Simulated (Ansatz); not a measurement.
Relaxing Rh

All numbers below come from DFT r2SCAN, scalar-relativistic, plane waves, PAW in Ansatz. Cutoff 500 eV, Γ-centred k mesh, Gaussian smearing, no spin polarisation in the final step.

Rh was placed on the samarium (9R) structure type (R-3m, No. 166), at a guessed volume.

```xyz
3
Lattice="1.4210 0.8204 6.8678 -1.4210 0.8204 6.8678 0.0000 -1.6409 6.8678" Properties=species:S:1:pos:R:3 pbc="T T T"
Rh    0.0000    0.0000    0.0000
Rh    0.0000    0.0000    4.5785
Rh    0.0000    0.0000   16.0250
```

Cell and atoms relax at zero pressure; the relaxation can't lower the symmetry of the start. After a coarse first stage the cell is made exact in the group found at 0.06 Å.

Energies count from the standard state of Rh at the same level.

Question: What does it relax into?

Answer: It keeps R-3m (No. 166). The result has the samarium (9R) structure. Conventional cell: a = 2.690 Å, c = 19.747 Å. Rh on Wyckoff site a (1 atom of the primitive cell) is coordinated by 12 Rh at 2.68–2.69 Å; Rh on Wyckoff site c (2 atoms of the primitive cell) is coordinated by 12 Rh at 2.68–2.71 Å.

Space group R-3m:H (No. 166). a = 2.690 Å, b = 2.690 Å, c = 19.747 Å, α = 90.00°, β = 90.00°, γ = 120.00°
```
atom site symmetry x y z
  Rh    3a       -3m  0.0000  0.0000  0.0000
  Rh    6c        3m  0.3333  0.6667  0.8895
```

Question: What are its volume, energy, density and gap?

Answer: The volume per atom is 13.75 Å³. The density is 12.43 g/cm³. The energy over the standard structure is 0.03 eV/atom and the gap on the 21×21×21 mesh is 0 eV (a metal).

The final run used a 21×21×21 mesh on its 3-atom cell and 0.10 eV smearing. For metals, differences of a few meV/atom aren't resolved. A structure relaxed within its symmetry needn't be a true minimum.